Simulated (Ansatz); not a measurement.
Relaxation of BClH₃ (5 atoms, charge 0, multiplicity 2), to a largest force component of 0.03 eV/Å in at most 50 steps.

All numbers below come from UKS PBE-D4/def2-SVP (Ansatz 0.2.0).

```xyz
5
Properties=species:S:1:pos:R:3
B 0.000 0.000 -0.348
Cl 0.000 0.000 2.713
H 1.099 0.000 -0.860
H -1.099 0.000 -0.860
H 0.000 0.000 4.055
```

**Question.** Where does it end, and by what steps?

**Answer.** The run converged. After 3 steps the energy has fallen by 0.021 eV; Cl2 moved furthest, 0.16 Å.

```
step  energy less start (eV)  largest force component (eV/Å)  accepted
   0                  0.0000                           0.877       yes
   1                 -0.0161                           0.490       yes
   2                 -0.0206                           0.184       yes
   3                 -0.0212                           0.009       yes
```

```xyz
5
Properties=species:S:1:pos:R:3
B 0.000 0.000 -0.439
Cl 0.000 0.000 2.874
H 1.097 0.000 -0.956
H -1.097 0.000 -0.956
H 0.000 0.000 4.177
```

Whether the end is a true minimum wasn't checked by a vibrational analysis.

Time of the run: 8 s on 1 thread of Arm Neoverse V1, on a shared host, peak memory 0.11 GiB.
